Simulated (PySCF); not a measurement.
A PySCF script (with the pyscf-properties extension) for the NMR shieldings of silylphosphane ([SiH3]P, H$_{5}$PSi), on a PBE0-D3(BJ)/def2-SVP geometry:

```python
import basis_set_exchange as bse
import numpy as np
from pyscf import gto, scf
from pyscf.prop import nmr

atoms = """
Si   -0.811831    0.112699   -0.073984
P     1.386004   -0.026743   -0.611328
H    -1.564685   -0.859733   -0.921716
H    -1.276746    1.496237   -0.391978
H    -1.093776   -0.176682    1.365415
H     1.566212   -1.276739    0.058544
H     1.801492    0.740770    0.520898
"""
names = dict.fromkeys(["Si", "P", "H"], "pcSseg-2")
basis = {el: gto.basis.parse(bse.get_basis(n, elements=[el], fmt="nwchem")) for el, n in names.items()}
mol = gto.M(atom=atoms, basis=basis, charge=0, verbose=0)
mf = scf.RHF(mol)
mf.conv_tol = 1e-9
mf.kernel()

calc = nmr.RHF(mf)   # GIAO
C = mf.mo_coeff
Co = C[:, mf.mo_occ > 0]
resp = mf.gen_response(singlet=True, hermi=2)
def vind(x):   # induced exchange potential for any number of trial vectors
    d = np.einsum("pi,xij,qj->xpq", C, 2 * x.reshape(-1, C.shape[1], Co.shape[1]), Co, optimize=True)
    return np.einsum("xpq,pi,qj->xij", resp(d - d.transpose(0, 2, 1)), C, Co, optimize=True).ravel()
mo1, _ = nmr.rhf.solve_mo1(calc, with_cphf=vind)
sigma = calc.kernel(mo1)
for i, s in enumerate(sigma):   # ppm
    w = np.linalg.eigvalsh((s + s.T) / 2)
    print("%2d %-2s iso %8.1f  s11 %8.1f  s22 %8.1f  s33 %8.1f" % (i, mol.atom_pure_symbol(i), w.mean(), *w))
```

Q: What are the results?

A: 
```
 0 Si iso    451.2  s11    427.3  s22    449.6  s33    476.8
 1 P  iso    611.6  s11    567.1  s22    573.5  s33    694.3
 2 H  iso     27.9  s11     24.9  s22     25.7  s33     33.0
 3 H  iso     27.9  s11     24.8  s22     25.7  s33     33.0
 4 H  iso     27.6  s11     24.2  s22     25.8  s33     32.9
 5 H  iso     30.0  s11     25.5  s22     26.9  s33     37.7
 6 H  iso     30.0  s11     25.5  s22     26.9  s33     37.6
```

These numbers come from an equivalent density-fitted implementation of the same equations, which agrees with the script to about 0.01 ppm for H and up to a few tenths of a ppm for heavy atoms, so last digits may differ.

Q: Turn these shieldings into chemical shifts. Scale: ²⁹Si (σref 382.96), ¹H (σref 31.68) vs TMS; H3PO4 for ³¹P (σref 343.96) (reference shieldings calculated alike).

A: Averaging equivalent atoms: Si 0: -68.3; P 1: -267.7; H 2/3/4: 3.89; H 5/6: 1.67 ppm. Experimental scales use liquid or dissolved standards, which lie at an offset from isolated H3PO4.

Size and cost of the density-fitted run: 156 basis functions, 3 s wall time on 1 thread of an Intel Xeon, shared host; peak memory 0.62 GiB.
